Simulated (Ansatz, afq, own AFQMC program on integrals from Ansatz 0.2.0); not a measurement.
## SiHO, doublet in cc-pVDZ, levels against CCSDT(Q)

```yaml
atoms:
  - { symbol: Si, position_ang: [0.0000, 0.0341, 0.6961] }
  - { symbol: O, position_ang: [0.0000, -0.1088, -1.1152] }
  - { symbol: H, position_ang: [0.0000, 0.7770, -1.6952] }
```

Connectivity, by distances: Si–OH.

Basis cc-pVDZ. Only valence electrons are correlated. Ansatz 0.2.0 and our own AFQMC program on the same integrals; the CISD trial comes from CCSD amplitudes, and released means the phaseless constraint is let go. Error bars are statistical, one sigma.

Determinant: UHF, the one that the program's search chose, which needn't be the lowest solution. The geometry is a point of a scan.

No full CI on the walks' own integrals is used here; CCSDT(Q) serves as the reference and is uncertain by about the last step of the cluster series.

- T1 diagnostic: 0.0263
- weight of the determinant in the CISD state: 0.877
- ⟨S²⟩ of the determinant: 0.770
- size of the correlated space: 11 electrons in 31 orbitals

Reference: CCSDT(Q), correlation energy -7.850 eV. The released energy is read at 2.40 1/Eh (meV from the phaseless value at times in 1/Eh: 12 ± 18 at 0.24, -9 ± 24 at 0.51, -31 ± 19 at 0.99, 4 ± 18 at 1.62, -17 ± 31 at 2.40).

| level | E − E(reference) (kJ/mol) | share of correlation (%) |
| --- | --- | --- |
| HF | 757.4 | 0.00 |
| MP2 | 76.4 | 89.92 |
| CCSD | 26.2 | 96.54 |
| CCSD(T) | 4.9 | 99.35 |
| CCSDT | 2.9 | 99.61 |
| ph-AFQMC/CISD | 0.5 ± 2.3 | 99.94 |
| released AFQMC | -1.2 ± 3.0 | 100.16 |

A walk keeps the symmetry of its determinant, which the program's search chose and which needn't be the lowest solution, so a lower state of the same spin and another symmetry isn't excluded. Released energies are given only where the last usable release times agree within the noise; a slower fall can still hide under it.
